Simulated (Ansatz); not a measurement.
Species: C$_{3}$H$_{7}$O, net charge 0, doublet state. It need not be the lowest isomer of its formula. SMILES: COC[CH2]
Structure (B3LYP-D3(BJ)/def2-TZVP (Ansatz, a quantum-chemistry and plane-wave program) minimum search):
```xyz
11

O     -0.0463    -0.6730     0.0909
C     -0.0529     0.7325    -0.0547
C      1.2330    -1.2347    -0.0943
C     -1.4238     1.2502     0.1161
H      0.6345     1.1953     0.6759
H      0.3490     1.0038    -1.0511
H      1.1365    -2.3116     0.0333
H      1.6218    -1.0264    -1.0999
H      1.9514    -0.8503     0.6417
H     -2.2625     0.5707     0.0934
H     -1.5973     2.3147     0.1765
```
Charge 0, spin multiplicity 2.

Parts of the frozen-core correlation energy in STO-3G (Ansatz, hartree). Frozen orbitals: 4; correlated occupied orbitals by spin: 13 and 12; virtual: 10 and 11. Open shells are spin-unrestricted. No spin-orbit coupling. Non-relativistic.

| term | value |
|---|---|
| reference (HF) | -190.06947 |
| MP2 opposite-spin | -0.15288 |
| MP2 same-spin | -0.01870 |
| CCSD correlation | -0.23150 |
| (T) | -0.00210 |
| T1 diagnostic | 0.007 |
| largest doubles amplitude | 0.035 |
| <S^2> of the reference | 0.766 |
